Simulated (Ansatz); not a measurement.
A structure relaxed at PBE0-D4/def2-TZVP, charge 0, multiplicity 1:

```
atom   x (Å)   y (Å)   z (Å)
  N1   0.422  -1.477   0.135
  C2  -0.323  -0.347  -0.345
  C3   0.375   1.031  -0.490
  C4  -0.678   0.797   0.507
  O5  -1.232   1.206   1.482
  H6   1.065  -1.192   0.866
  H7  -0.203  -2.159   0.549
  H8  -0.983  -0.586  -1.175
  H9   1.394   1.145  -0.127
 H10   0.163   1.582  -1.401
```

(1) Give its formula and SMILES.

(2) Summarise the bond lengths by kind.

Results:

(1) C3H5NO, `NC1CC1=O`.

(2) 1 × C–N 1.436 Å; 2 × H–N 1.013 to 1.014 Å; 3 × C–C 1.469 to 1.553 Å; 3 × C–H 1.085 to 1.088 Å; 1 × C–O 1.193 Å.

Computed with Ansatz.
